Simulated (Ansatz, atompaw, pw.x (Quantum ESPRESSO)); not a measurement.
**What a changed setting does to a pw.x run (bcc Ta)**

Potential: PAW, atompaw 4.2.0.5, LDA (PW92); core [Kr] 4d10 4f14, reference 5s2 5p6 5d3 6s1.5 6p0.5; waves: 5s (bound): rc 1.55 bohr; 6s (bound): rc 2.25 bohr; 5p (bound): rc 1.90 bohr; 6p (bound): rc 2.65 bohr; 5d (bound): rc 2.10 bohr; 5d channel at 0.05 Ry: rc 2.10 bohr; local part: bessel scheme, radius 1.95 bohr; core correction: smooth core density matched at 2.55 bohr; augmentation: besselshape compensation charge, radius 2.45 bohr; PAW radius 2.65 bohr; waves and projectors: custom polynom gramschmidtortho.

The reference run (k-mesh 14³, cutoffs 50/500 Ry, Fermi–Dirac 0.01 Ry, mixing_beta 0.4, conv_thr 1e-9, no spin) gives 0.59 GPa at 17.128 Å³/atom, where all-electron LAPW gives 1.38 GPa. This run, with its own iteration cap, changes degauss to 0.005.

```
&control
  calculation='scf', prefix='x', pseudo_dir='./', outdir='./tmp', tstress=.true., disk_io='none'
/
&system
  ibrav=0, nat=1, ntyp=1, ecutwfc=50, ecutrho=500, nbnd=14,
  occupations='smearing', smearing='fd', degauss=0.005
/
&electrons
  conv_thr=1e-09, mixing_beta=0.4, electron_maxstep=60
/
ATOMIC_SPECIES
Ta 1.0 Ta.UPF
CELL_PARAMETERS angstrom
  -1.62386113 1.62386113 1.62386113
  1.62386113 -1.62386113 1.62386113
  1.62386113 1.62386113 -1.62386113
ATOMIC_POSITIONS crystal
Ta 0.0000 0.0000 0.0000
K_POINTS automatic
14 14 14 0 0 0
```

```bash
pw.x < Ta.scf.in > Ta.scf.out
```

How does the run end?

It converges in 6 iterations; the free energy moves by +27.2 meV/atom and the pressure by -0.05 GPa. In a metal, with Fermi–Dirac smearing, F lies below its zero-width value by a term in the square of the width.

```
Message from routine setup:
     using ibrav=0 with symmetry is DISCOURAGED, use correct ibrav instead
     lattice parameter (alat)  =       5.3151  a.u.
     unit-cell volume          =     115.5855 (a.u.)^3
     number of electrons       =        13.00
     number of Kohn-Sham states=           14
     kinetic-energy cutoff     =      50.0000  Ry
     charge density cutoff     =     500.0000  Ry
     scf convergence threshold =      1.0E-09
     Exchange-correlation= SLA PW NOGX NOGC
     number of k points=   104  Fermi-Dirac smearing, width (Ry)=  0.0050
     iteration #  1     ecut=    50.00 Ry     beta= 0.40
     total energy              =    -708.77325208 Ry
     estimated scf accuracy    <       0.03183537 Ry
     iteration #  2     ecut=    50.00 Ry     beta= 0.40
     total energy              =    -708.77054031 Ry
     estimated scf accuracy    <       0.00558836 Ry
     iteration #  3     ecut=    50.00 Ry     beta= 0.40
     total energy              =    -708.77085052 Ry
     estimated scf accuracy    <       0.00009545 Ry
     iteration #  4     ecut=    50.00 Ry     beta= 0.40
     total energy              =    -708.77086712 Ry
     estimated scf accuracy    <       0.00000387 Ry
     iteration #  5     ecut=    50.00 Ry     beta= 0.40
     total energy              =    -708.77086707 Ry
     estimated scf accuracy    <       0.00000116 Ry
     iteration #  6     ecut=    50.00 Ry     beta= 0.40
     the Fermi energy is    18.7328 ev
!    total energy              =    -708.77086727 Ry
     estimated scf accuracy    <          2.7E-10 Ry
     smearing contrib. (-TS)   =      -0.00132173 Ry
     The total energy is F=E-TS. E is the sum of the following terms:
     one-electron contribution =      -9.46953162 Ry
     hartree contribution      =      16.09683295 Ry
     xc contribution           =     -14.01592171 Ry
     ewald contribution        =    -100.21180189 Ry
     one-center paw contrib.   =    -601.16912326 Ry
     convergence has been achieved in   6 iterations
          total   stress  (Ry/bohr**3)                   (kbar)     P=        5.41
     Message from routine punch:
     Nothing written, as per user request (disk_io='none')
```

The run took about 12 s on one core of a shared host (Intel(R) Xeon(R) Platinum 8375C CPU @ 2.90GHz, 128 threads, 992 GiB, load 44).
